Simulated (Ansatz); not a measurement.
A nudged elastic band was laid between two geometries of FH3Si + H4Si (10 atoms, charge 0, multiplicity 1).

The calculation used Ansatz 0.2.0, RHF/def2-SVP.

- movable images: 5
- climbing image: yes
- spring: 5.0 eV/Å²
- optimiser: quadratic models (default)
- start path: through a guess of the saddle point
- force threshold: 0.05 eV/Å
- iteration limit: 60
- end points: relaxed

Image 0:

```xyz
10
Properties=species:S:1:pos:R:3
Si 0.902 0.202 -0.344
H 1.397 -0.223 0.977
H 1.712 -0.389 -1.422
H 0.882 1.672 -0.448
F -0.615 -0.330 -0.506
Si -3.242 -0.210 1.509
H -3.354 -1.442 0.699
H -4.387 -0.142 2.451
H -3.269 0.984 0.635
H -1.985 -0.229 2.292
```

Image 6:

```xyz
10
Properties=species:S:1:pos:R:3
Si -0.688 -0.067 -0.687
H 1.066 0.206 3.159
H 0.423 -0.739 0.019
H -0.297 1.325 -0.998
F -0.920 -0.840 -2.091
Si -2.701 -0.152 0.550
H -3.800 0.486 -0.216
H -3.062 -1.560 0.848
H -2.512 0.582 1.827
H 0.534 0.652 3.434
```

Task: What changes between the two ends?

Result: Bonds broken: Si1–H2, Si6–H10. Bonds formed: Si1–Si6, H2–H10. FH3Si + H4Si becomes FH5Si2 + H2.

Task: What energy profile does the band end with?

Result: The forces met the threshold. The highest image is number 2 of 0 to 6, 87.7 kcal/mol above the first end and 71.8 kcal/mol above the last; the last end lies 15.8 kcal/mol above the first. The profile has 2 maxima (images 2, 5) with wells between them (image 4): this band takes more than one step, which may be the mechanism or a detour left from its start path. Neighbouring images differ by up to 3.8 eV, so the band resolves the path poorly. A vibrational analysis at the climbing image gives one clearly imaginary mode, 1701i cm⁻¹: a first-order saddle point. The orbitals stay closed-shell, which can raise the energy where a bond breaks towards radicals; this wasn't checked here.

| image | path coordinate (Å) | energy (kcal/mol) | Si1–H2 (Å) | Si6–H10 (Å) | Si1–Si6 (Å) |
| --- | --- | --- | --- | --- | --- |
| 0 | 0.00 | 0.0 | 1.47 | 1.48 | 4.56 |
| 1 | 3.64 | 0.7 | 1.47 | 1.48 | 4.10 |
| 2 | 7.28 | 87.7 | 1.69 | 1.85 | 2.64 |
| 3 | 9.16 | 17.4 | 2.95 | 3.18 | 2.37 |
| 4 | 11.03 | 15.9 | 4.13 | 4.14 | 2.36 |
| 5 | 12.90 | 16.6 | 3.62 | 3.70 | 2.37 |
| 6 | 14.78 | 15.8 | 4.24 | 4.41 | 2.36 |

Task: What is the geometry of the highest image?

Result: 
```xyz
10
Properties=species:S:1:pos:R:3
Si -0.167 0.090 -0.092
H 0.459 0.300 1.459
H 0.615 -1.147 -0.165
H 0.233 1.474 -0.366
F -1.183 -0.154 -1.367
Si -2.482 -0.158 1.147
H -2.882 -1.507 0.708
H -2.616 -0.043 2.619
H -3.261 0.904 0.485
H -0.674 0.133 1.416
```

Time of the run: 4.2 min on 1 thread of Arm Neoverse V1, on a shared host, peak memory 0.15 GiB.
